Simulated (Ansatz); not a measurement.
The input, for Ansatz 0.2.0:

```yaml
crystal:
  periodic: [false, false, false]
  atoms:
    - {symbol: Si, position_ang: [0.000000, 0.000000, 0.000000]}
    - {symbol: N, position_ang: [0.000000, 0.000000, 2.006000]}
basis:
  gaussian: {orbitals: 6-31G}
total_charge: 1
magnetization: {spin_polarized: false, initial_magnetization: 2}
correlation: {method: fic_mrcisd_q, electrons: outside_noble_gas, active_space: {window: {electrons: 4, orbitals: 4}}}
```

```sh
$ ansatz run in.yaml --threads 1 --pin off --events-out ev --progress --plain --max-ram 2393MiB
```

Q: Roughly how long does this take on 1 thread of Arm Neoverse V1, shared host, and how much host memory?

A: 1.3 s wall and 0.09 GiB.

```
272 factors; integrals over basis functions are off by at most 1.3e-4 eV
mean field evaluation 1: about -9319.5024 eV, gradient 4.5e1 eV
mean field evaluation 2: about -9319.5628 eV, gradient 4.4e1 eV
mean field evaluation 4: about -9328.7815 eV, gradient 7.1e0 eV
mean field evaluation 8: about -9329.7080 eV, gradient 1.0e0 eV
mean field evaluation 16: about -9329.7516 eV, gradient 8.6e-5 eV
mean field evaluation 32: about -9331.0281 eV, gradient 3.5e-6 eV
mean field evaluation 64: about -9320.5417 eV, gradient 1.3e0 eV
mean field evaluation 96: about -9329.7516 eV, gradient 7.8e-5 eV
mean field evaluation 128: about -9327.3461 eV, gradient 1.9e-1 eV
mean field evaluation 160: about -9329.4405 eV, gradient 4.1e0 eV
mean field -9331.02814830 eV, -342.9089596521 hartree, gradient 3.0e-6 eV, S^2 2.000000; 12 other end points of the search recorded, 0 dependent functions left out
reference -9331.02814830 eV, -342.9089596521 hartree; 11, 9 occupied and 11, 13 virtual orbitals, 272 factors
state -9331.88669429 eV, -342.9405106353 hartree
...
state -9331.88669429 eV, -342.9405106353 hartree; corrected -9334.43618846 eV, -343.0342028179 hartree
state -9331.41286048 eV, -342.9230975639 hartree
...
contracted CI cycle   3: correlation -2.71165551 eV, -0.0996515019 hartree, residual 1.16e0 eV
contracted CI cycle   4: correlation -2.74914656 eV, -0.1010292726 hartree, residual 4.21e-1 eV
contracted CI cycle   5: correlation -2.75447041 eV, -0.1012249206 hartree, residual 1.54e-1 eV
contracted CI cycle   6: correlation -2.75525927 eV, -0.1012539105 hartree, residual 8.03e-2 eV
contracted CI cycle   7: correlation -2.75546730 eV, -0.1012615555 hartree, residual 3.58e-2 eV
contracted CI cycle   8: correlation -2.75550992 eV, -0.1012631219 hartree, residual 1.41e-2 eV
contracted CI cycle   9: correlation -2.75551645 eV, -0.1012633620 hartree, residual 5.76e-3 eV
contracted CI cycle  10: correlation -2.75551760 eV, -0.1012634040 hartree, residual 2.75e-3 eV
contracted CI cycle  11: correlation -2.75551785 eV, -0.1012634131 hartree, residual 1.25e-3 eV
contracted CI cycle  12: correlation -2.75551790 eV, -0.1012634152 hartree, residual 5.69e-4 eV
state -9331.41286048 eV, -342.9230975639 hartree; corrected -9334.40847896 eV, -343.0331845123 hartree
state -9331.88669429 eV, -342.9405106353 hartree; corrected -9334.43618846 eV, -343.0342028179 hartree
Total energy: -9334.43618846 eV, -343.0342028179 hartree
```

For the same geometry and basis full CI lies 17.1 meV lower.
